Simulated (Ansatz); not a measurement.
Relaxation of AlH₄NO (7 atoms, charge 0, multiplicity 1), to a largest force component of 0.03 eV/Å in at most 50 steps.

All numbers below come from Ansatz 0.2.0, RKS B3LYP-D4/def2-SVP.

```xyz
7
Properties=species:S:1:pos:R:3
Al 0.324 -0.069 -0.007
N 0.910 -0.063 1.739
H 0.509 -0.202 2.665
H 1.912 0.104 1.797
H 1.791 0.250 -0.384
O -1.143 -0.314 -0.814
H -2.011 -0.553 -0.482
```

Question: Where does it end, and by what steps?

Answer: It converged. After 6 steps the energy has fallen by 0.655 eV; H5 moved furthest, 0.64 Å.

| step | energy less start (eV) | largest force component (eV/Å) | accepted |
| --- | --- | --- | --- |
| 0 | 0.0000 | 2.094 | yes |
| 1 | -0.3704 | 1.149 | yes |
| 2 | -0.5589 | 0.785 | yes |
| 3 | -0.6360 | 0.317 | yes |
| 4 | -0.6529 | 0.205 | yes |
| 5 | -0.6549 | 0.117 | yes |
| 6 | -0.6551 | 0.016 | yes |

```xyz
7
Properties=species:S:1:pos:R:3
Al 0.548 -0.033 0.001
N 0.872 -0.081 1.745
H 0.205 -0.268 2.487
H 1.791 0.082 2.147
H 1.707 0.274 -1.014
O -1.003 -0.310 -0.651
H -1.827 -0.510 -0.200
```

Whether the end is a true minimum wasn't checked by a vibrational analysis.

Run time: 14 s on 1 thread of Arm Neoverse V1 (shared host), peak memory 0.13 GiB.
